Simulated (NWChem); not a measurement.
Correlation energy of Si2

```xyz
2

Si     0.0000     0.0000     1.0766
Si     0.0000     0.0000    -1.0766
```
Charge 0, spin multiplicity 3.

Program: NWChem. Structure: optimised with UPBE0/def2-SVP, a minimum by its harmonic frequencies.

Basis set: 6-31G*. Each correlation energy counts from its own Hartree-Fock reference.

| method | correlation energy (mHa) |
|---|---|
| CCSD[T] on UHF | -175.6 |
| CCSD(T) on UHF | -175.0 |
| CCSD on ROHF | -169.5 |
| CCSDT on ROHF | -181.2 |
| CCSD on UHF | -165.0 |
| UMP2 | -139.1 |
| CCSD[T] on ROHF | -180.9 |
| CCSD(T) on ROHF | -180.5 |
| SCS-UMP2 | -138.7 |

The values span 42.6 mHa, from CCSDT on ROHF (lowest) to SCS-UMP2 (highest). 

The correlated methods keep 10 core orbitals frozen. The Pople sets run with spherical d functions. This spin state was chosen for the runs; another may lie lower. The structure started from a generated list of species. The unpaired electrons of the parent sit in orbitals of symmetry ag and b3u (D2h labels of the run); other states weren't searched. No SCF solution was tested for a lower state. Open-shell Hartree-Fock references start from PBE0 orbitals. Coupled-cluster values serve here as a point of comparison, not as the truth.
